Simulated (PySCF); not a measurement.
**NH3: stationary points from several starts**

Which structure of NH3 lies lowest? The starts are trigonal pyramidal and trigonal planar; the spin state tried: singlet. Each end point is tested by its vibrations.

Program: PySCF 2.14.0. Level of theory: wB97X, basis N def2-TZVP, H def2-TZVP, no relativity, density fitting. These are calculated values, not measurements.

**1. Where the work starts**

4 atoms, charge 0, spin multiplicity 1.

Bond lengths: N1–H2 1.030 Å, N1–H3 1.030 Å, N1–H4 1.030 Å. Angles: H2–N1–H3 99.7°, H2–N1–H4 99.7°, H3–N1–H4 99.8°.

Z-matrix (Å, degrees; charge 0 multiplicity 1):
```
N
H  1 1.0300
H  1 1.0300 2 99.75
H  1 1.0300 2 99.75 3 -101.76
```

**2. The SCF at the typed geometry**

The steps below are one call of a driver around PySCF. For each, scf.py gives the equivalent set-up of the SCF; relaxations use the driver's own optimiser. The state is first sought with PBE0. After this first run the driver tries any further starts and a stability analysis.

The input, scf.py:

```python
from pyscf import gto, scf, dft
mol = gto.M(atom='''
N      0.000000     0.000000     0.000000
H      0.909400     0.000000     0.483600
H     -0.454700     0.787600     0.483600
H     -0.454700    -0.787600     0.483600''',
    basis={'N': 'def2-TZVP', 'H': 'def2-TZVP'},
    charge=0, spin=0)
mf = dft.RKS(mol, xc='PBE0')
mf.grids.atom_grid = (50, 194)
aux = {'N': 'def2-universal-JKFIT', 'H': 'def2-universal-JKFIT'}
mf = mf.density_fit(auxbasis=aux)
mf.conv_tol = 1e-08
mf.diis_space = 10
mf.max_cycle = 60
mf.init_guess = 'minao'
mf.verbose = 4
mf.kernel()
```

The run is started by

```
> OMP_NUM_THREADS=4 python axn.py task.json out
```

Log:

```text
init E= -56.3723493228339
  HOMO = -0.3487621243425  LUMO = 0.0086880327758152  gap/eV = 9.72671
cycle= 1 E= -56.4812788246378  delta_E= -0.109  |g|= 0.357  |ddm|= 1.08
  HOMO = -0.210022453451504  LUMO = 0.044307973594865  gap/eV = 6.92068
cycle= 2 E= -56.4603214883759  delta_E= 0.021  |g|= 0.484  |ddm|= 0.479
  HOMO = -0.29732764512433  LUMO = 0.0312070035593734  gap/eV = 8.93988
cycle= 3 E= -56.5101531306969  delta_E= -0.0498  |g|= 0.019  |ddm|= 0.27
  HOMO = -0.296983118231896  LUMO = 0.0335538647726459  gap/eV = 8.99437
cycle= 4 E= -56.5102237399201  delta_E= -7.06e-05  |g|= 0.00319  |ddm|= 0.0116
  HOMO = -0.297437673453469  LUMO = 0.0332995712195974  gap/eV = 8.99982
cycle= 5 E= -56.5102257209106  delta_E= -1.98e-06  |g|= 0.000234  |ddm|= 0.00213
  HOMO = -0.297500910051124  LUMO = 0.0332891239923221  gap/eV = 9.00126
cycle= 6 E= -56.5102257348344  delta_E= -1.39e-08  |g|= 1.22e-05  |ddm|= 0.000233
  HOMO = -0.297498073055873  LUMO = 0.0332902042243965  gap/eV = 9.00121
cycle= 7 E= -56.5102257349  delta_E= -6.56e-11  |g|= 1.56e-06  |ddm|= 2.32e-05
  HOMO = -0.297497883476566  LUMO = 0.0332903117993375  gap/eV = 9.00121
Extra cycle  E= -56.5102257349013  delta_E= -1.29e-12  |g|= 7.45e-07  |ddm|= 2.99e-06
converged SCF energy = -56.5102257349013
```

This step, with its further starts and checks, needed 1.1 s of wall time on 4 threads of Intel Xeon Platinum 8259CL at 2.50GHz (Skylake/Cascade Lake), shared host.

The test of internal stability found no lower closed-shell solution.

**3. Trigonal pyramidal start, singlet: relaxation**

The program finds C3v symmetry in the start, which this walk keeps. Threshold on the gradient: 0.0003 Eh/bohr, with a further test on the energy change.

Edit scf.py of step 2 so:

```diff
@@ -3,4 +3,4 @@
-N      0.000000     0.000000     0.000000
-H      0.909400     0.000000     0.483600
-H     -0.454700     0.787600     0.483600
-H     -0.454700    -0.787600     0.483600''',
+N     -0.000000     0.000000    -0.085875
+H      0.909421     0.000000     0.397725
+H     -0.454711     0.787582     0.397725
+H     -0.454711    -0.787582     0.397725''',
@@ -9 +9 @@
-mf = dft.RKS(mol, xc='PBE0')
+mf = dft.RKS(mol, xc='WB97X')
@@ -16 +15,0 @@
-mf.init_guess = 'minao'
```

Steps of the walk:

```tsv
step	energy (Eh)	change (kJ/mol)	largest symmetric gradient (Eh/bohr)
0	-56.561067	0.00	0.03601
1	-56.564092	-7.94	0.01261
2	-56.564424	-8.81	0.00109
3	-56.564444	-8.87	0.00029
4	-56.564445	-8.87	0.00002
```

The walk took 2.7 s.

It settles in C3v symmetry, 8.9 kJ/mol below the start, after 4 steps: N–H 1.011 Å (×3); H–N–H 107.6° (×3).

**4. Hessian and properties**

The point is checked on the finer grid, and tightened if its gradient asks for it. The Hessian and the dipole derivatives come from central differences of analytic gradients, with steps of 0.02 bohr.

Edit scf.py of step 3 so:

```diff
@@ -3,4 +3,4 @@
-N     -0.000000     0.000000    -0.085875
-H      0.909421     0.000000     0.397725
-H     -0.454711     0.787582     0.397725
-H     -0.454711    -0.787582     0.397725''',
+N      0.000000     0.000000    -0.064811
+H      0.942178     0.000000     0.301564
+H     -0.471089     0.815950     0.301564
+H     -0.471089    -0.815950     0.301564''',
@@ -10 +10 @@
-mf.grids.atom_grid = (50, 194)
+mf.grids.atom_grid = (75, 302)
@@ -13 +13 @@
-mf.conv_tol = 1e-08
+mf.conv_tol = 1e-10
```

The driver hands on the density of the step before, so the log starts near convergence.

Log of the central SCF (cycles and frontier levels):

```text
init E= -56.5644347447636
  HOMO = -0.372312175035582  LUMO = 0.117263096395067  gap/eV = 13.32202
cycle= 1 E= -56.5644347447637  delta_E= -1.42e-13  |g|= 1.47e-07  |ddm|= 1.08e-06
  HOMO = -0.372312144510325  LUMO = 0.117263108898193  gap/eV = 13.32202
Extra cycle  E= -56.5644347447637  delta_E= 5.68e-14  |g|= 8.1e-08  |ddm|= 4.73e-07
converged SCF energy = -56.5644347447637
```

The whole step took 11 s.

Geometry: C3v; N–H 1.011 Å (×3); H–N–H 107.6° (×3).

Modes, for the most abundant isotopes:

| symmetry | ω (cm⁻¹) | IR (km/mol) | μ (u) |
| --- | --- | --- | --- |
| a1 | 1011 | 195 | 1.18 |
| e | 1672 | 47.2 | 1.07 |
| a1 | 3531 | 0.3 | 1.03 |
| e | 3660 | 7.7 | 1.09 |

All wavenumbers are real: a minimum.

Constants and moments:

```yaml
Dipole_moment: 1.70 D
Highest_occupied_level: -10.13 eV
Lowest_empty_level: 3.19 eV
Rotational_constants: 10.06, 10.06, 6.281 cm⁻¹
Zero-point_energy: 91.0 kJ/mol
Principal_polarisabilities: 9.4, 10.7, 10.7 bohr³
Atomisation_energy_without_zero-point_energy: 1230 kJ/mol
Principal_traceless_quadrupole_moments_about_the_centre_of_mass: -2.94, 1.47, 1.47 D Å
Entropy_at_298.15_K_and_1_bar: 192.4 J/(mol K)
Heat_capacity_Cp_at_298.15_K: 35.1 J/(mol K)
Enthalpy_at_298.15_K_above_0_K: 10.02 kJ/mol
Rotational_symmetry_number: 3
```

Populations by atom (charges in e):

| atom | Mulliken | Löwdin | polar tensor | Mayer order to N1 |
| --- | --- | --- | --- | --- |
| N1 | -0.68 | -0.39 | -0.49 | – |
| H2,3,4 | 0.23 | 0.13 | 0.16 | 0.95 |

Mulliken populations on N1: s 3.55, p 4.11, d 0.02, f 0.00.

**5. Relaxation: trigonal planar start, singlet**

The program finds D3h symmetry in the start, which this walk keeps.

Edit scf.py of step 4 so:

```diff
@@ -3,4 +3,4 @@
-N      0.000000     0.000000    -0.064811
-H      0.942178     0.000000     0.301564
-H     -0.471089     0.815950     0.301564
-H     -0.471089    -0.815950     0.301564''',
+N      0.000000     0.000000     0.000000
+H      1.029996    -0.000000     0.000000
+H     -0.514998     0.892003     0.000000
+H     -0.514998    -0.892003     0.000000''',
@@ -10 +10 @@
-mf.grids.atom_grid = (75, 302)
+mf.grids.atom_grid = (50, 194)
@@ -13 +13 @@
-mf.conv_tol = 1e-10
+mf.conv_tol = 1e-08
```

Energy and gradient, step by step:

```tsv
step	energy (Eh)	change (kJ/mol)	largest symmetric gradient (Eh/bohr)
0	-56.554677	0.00	0.02954
1	-56.557562	-7.57	0.00411
2	-56.557610	-7.70	0.00044
3	-56.557611	-7.70	0.00001
```

The walk took 2.1 s.

Geometry (Å) and forces (eV/Å) at some steps:

```
step 0
N    0.000   0.000   0.000   0.000   0.000   0.000
H    1.030   0.000   0.000  -1.519   0.000   0.000
H   -0.515   0.892   0.000   0.759  -1.315   0.000
H   -0.515  -0.892   0.000   0.759   1.315   0.000
step 1
N    0.000   0.000   0.000   0.001   0.000   0.000
H    0.992   0.000   0.000   0.211   0.000   0.000
H   -0.496   0.859   0.000  -0.106   0.183   0.000
H   -0.496  -0.859   0.000  -0.106  -0.183   0.000
step 2
N    0.000   0.000   0.000   0.001   0.000   0.000
H    0.997   0.000   0.000  -0.023   0.000   0.000
H   -0.498   0.863   0.000   0.011  -0.020   0.000
H   -0.498  -0.863   0.000   0.011   0.020   0.000
step 3
N    0.000   0.000   0.000   0.001   0.000   0.000
H    0.996   0.000   0.000  -0.001   0.000   0.000
H   -0.498   0.863   0.000   0.000   0.000   0.000
H   -0.498  -0.863   0.000   0.000   0.000   0.000
```

After 3 steps and 7.7 kJ/mol it ends at D3h: N–H 0.996 Å (×3); H–N–H 120.0° (×3).

**6. Is it a minimum? Harmonic modes**

As before: finer grid, then central differences.

Edit scf.py of step 5 so:

```diff
@@ -3,4 +3,4 @@
-N      0.000000     0.000000     0.000000
-H      1.029996    -0.000000     0.000000
-H     -0.514998     0.892003     0.000000
-H     -0.514998    -0.892003     0.000000''',
+N     -0.000000    -0.000000     0.000000
+H      0.996168     0.000000     0.000000
+H     -0.498084     0.862707     0.000000
+H     -0.498084    -0.862707     0.000000''',
@@ -10 +10 @@
-mf.grids.atom_grid = (50, 194)
+mf.grids.atom_grid = (75, 302)
@@ -13 +13 @@
-mf.conv_tol = 1e-08
+mf.conv_tol = 1e-10
```

SCF at the final geometry:

```text
init E= -56.5576199033552
  HOMO = -0.342862299187427  LUMO = 0.124679126092719  gap/eV = 12.72245
cycle= 1 E= -56.5576199033552  delta_E= 5.68e-14  |g|= 1.27e-07  |ddm|= 1.61e-07
  HOMO = -0.342862243040241  LUMO = 0.124679138039102  gap/eV = 12.72245
Extra cycle  E= -56.5576199033551  delta_E= 8.53e-14  |g|= 1.12e-07  |ddm|= 9.51e-08
converged SCF energy = -56.5576199033551
```

The whole step needed 7.7 s of wall time on 4 threads of Intel Xeon Platinum 8259CL at 2.50GHz (Skylake/Cascade Lake), shared host.

Geometry: D3h; N–H 0.996 Å (×3); H–N–H 120.0° (×3).

Modes, for the most abundant isotopes:

```tsv
symmetry	ω (cm⁻¹)	IR (km/mol)	type
a2''	790i	475	bend
e'	1580	84.6	bend
a1'	3668	0.0	stretch
e'	3869	92.6	stretch
```

1 mode is imaginary, the largest at 790i cm⁻¹: a saddle point, not a minimum.

Constants and moments:

| Quantity | Value |
| --- | --- |
| Dipole moment | 0.00 D |
| Highest occupied level | -9.33 eV |
| Lowest empty level | 3.39 eV |
| Rotational constants | 11.24, 11.24, 5.619 cm⁻¹ |
| Zero-point energy (real modes) | 87.1 kJ/mol |
| Principal polarisabilities | 9.1, 10.0, 10.0 bohr³ |
| Atomisation energy without zero-point energy | 1212 kJ/mol |
| Principal traceless quadrupole moments about the centre of mass | -4.11, 2.05, 2.05 D Å |

Populations by atom (charges in e):

```
  atom  Mulliken  Löwdin  polar tensor  Mayer order to N1
    N1     -0.73   -0.38         -0.68                  –
H2,3,4      0.24    0.13          0.23               0.94
```

Outer orbital energies (eV). occupied: -390.49, -26.15, -16.02, -16.02, -9.33; empty: 3.39, 5.57, 5.57, 11.02.

Mulliken populations on N1: s 3.46, p 4.27, d 0.01, f 0.00.

**7. Leaving the saddle point**

The atoms are moved a little along the softest imaginary mode and relaxed again.

The program finds C3v symmetry in the start, which this walk keeps. The walk stops when the largest gradient is under 0.0003 Eh/bohr and the energy has settled too.

Edit scf.py of step 6 so:

```diff
@@ -3,4 +3,4 @@
-N     -0.000000    -0.000000     0.000000
-H      0.996168     0.000000     0.000000
-H     -0.498084     0.862707     0.000000
-H     -0.498084    -0.862707     0.000000''',
+N     -0.000000    -0.000000     0.025910
+H      0.996168     0.000000    -0.120000
+H     -0.498084     0.862707    -0.120000
+H     -0.498084    -0.862707    -0.120000''',
@@ -10 +10 @@
-mf.grids.atom_grid = (75, 302)
+mf.grids.atom_grid = (50, 194)
@@ -13 +13 @@
-mf.conv_tol = 1e-10
+mf.conv_tol = 1e-08
```

The optimiser's trace:

```tsv
step	energy (Eh)	change (kJ/mol)	largest symmetric gradient (Eh/bohr)
0	-56.559461	0.00	0.01051
1	-56.564059	-12.07	0.01020
2	-56.564373	-12.90	0.00462
3	-56.564375	-12.90	0.00345
4	-56.564444	-13.08	0.00025
5	-56.564445	-13.08	0.00002
```

The walk took 3.2 s.

After 5 steps and 13.1 kJ/mol it ends at C3v: N–H 1.011 Å (×3); H–N–H 107.6° (×3).

**8. All stationary points**

| spin | group | bonds | imaginary modes (cm⁻¹) | ΔE (kJ/mol) | with zero-point energy |
| --- | --- | --- | --- | --- | --- |
| singlet | C3v | N–H 1.011 Å (×3) | none | 0.0 | 0.0 |
| singlet | D3h | N–H 0.996 Å (×3) | 790i | 17.9 | – |

**9. Fields at the lowest minimum**

The plane holds N1 at (0.00, 0.00), H2 at (1.01, 0.00), H3 at (-0.31, 0.96) Å. Columns run from x = -2.25 to 3.45 Å, rows from y = 3.15 (top) to -1.95 Å, in steps of 0.3 Å.

Density (cut at 5 e/Å³):

Ten steps from '0' (0.000 e/Å³) to '9' (5.000 e/Å³), finer at the low end (step k begins (100^(k/10) - 1)/99 of the way up):
```
00000000000000000000
00000000000000000000
00000000000000000000
00000000000000000000
00000000000000000000
00000122110000000000
00001344321000000000
00002477532100000000
00012578754321000000
00013578876531000000
00013589988752000000
00013589988752000000
00013578876531000000
00012356554310000000
00001233322100000000
00000111110000000000
00000000000000000000
00000000000000000000
```

ELF (0 where the density is under 0.005 e/Å³):

Ten even steps from '0' (0.00) to '9' (1.00):
```
00000000000000000000
00000000000000000000
00000000000000000000
00000054200000000000
00006888630000000000
00048999841000000000
00158999951000000000
00048999952222100000
00026999865677500000
00014788678999840000
00014661179999860000
00025771179999860000
00125787678999840000
00125788755777500000
00013566532232000000
00002343210000000000
00000111100000000000
00000000000000000000
```

Electrostatic potential (cut at 20 V):

Ten steps from '0' (-1.16 V) to '9' (20.00 V), finer at the low end (step k begins (100^(k/10) - 1)/99 of the way up):
```
44444444444444444444
44444444444444444444
44444444444444444444
44445555544444444444
44455555554444444444
44455677655444444444
44456799765444444444
44456899865555544444
34446899976665554444
33345799998876554444
33335899999997654444
32224799999997654444
32213699998876554444
32111367876665544444
32210024444454444444
32210001233444444444
33221111223344444444
33222222233334444444
```

Along N1–H2 (1.011 Å) the density is least, 2.29 e/Å³, about 0.76 Å from N1; ELF there is 0.99.

Values on the line from N1 (at 0) through H2 (at 1.011 Å):

```tsv
distance (Å)	density (e/Å³)	ELF	electrostatic potential (V)
-0.35	3.36	0.305	82.2
-0.25	5.58	0.0824	158
-0.15	30	0.766	356
-0.05	367	1	1.55e+03
0.10	102	0.993	631
0.20	10.9	0.187	231
0.30	4.24	0.154	115
0.40	3.4	0.64	63.3
0.51	2.87	0.877	38.4
0.61	2.48	0.948	28.2
0.71	2.3	0.978	29.6
0.81	2.34	0.992	47
0.91	2.61	0.998	115
1.06	2.51	1	256
1.16	1.49	0.999	67.7
1.26	0.887	0.997	31.9
1.36	0.513	0.993	17.9
1.47	0.299	0.985	11.1
1.57	0.177	0.972	7.31
```

Making the fields took 0.5 s.

**10. Summary of results**

| quantity | value |
| --- | --- |
| lowest minimum | singlet, C3v |
| geometry | N–H 1.011 Å (×3); H–N–H 107.6° (×3) |
| wavenumbers (cm⁻¹) | 1011 (a1), 1672 (e), 3531 (a1), 3660 (e) |
| dipole moment | 1.70 D |
| highest occupied, lowest empty level | -10.13, 3.19 eV |
| polar-tensor charge of N1 | -0.49 e |
| zero-point energy | 91.0 kJ/mol |
| entropy at 298.15 K | 192.4 J/(mol K) |
| atomisation energy (no zero-point energy) | 1230 kJ/mol |

The lowest minimum found is the singlet of C3v symmetry. In the infrared the band at 1011 cm⁻¹ (a1, bend) leads. The density between N1 and H2 is high and ELF large, as in a shared bond. A search over typed starts can miss a lower isomer.

The search up to here needed 28 s of wall time on 4 threads of Intel Xeon Platinum 8259CL at 2.50GHz (Skylake/Cascade Lake), shared host.
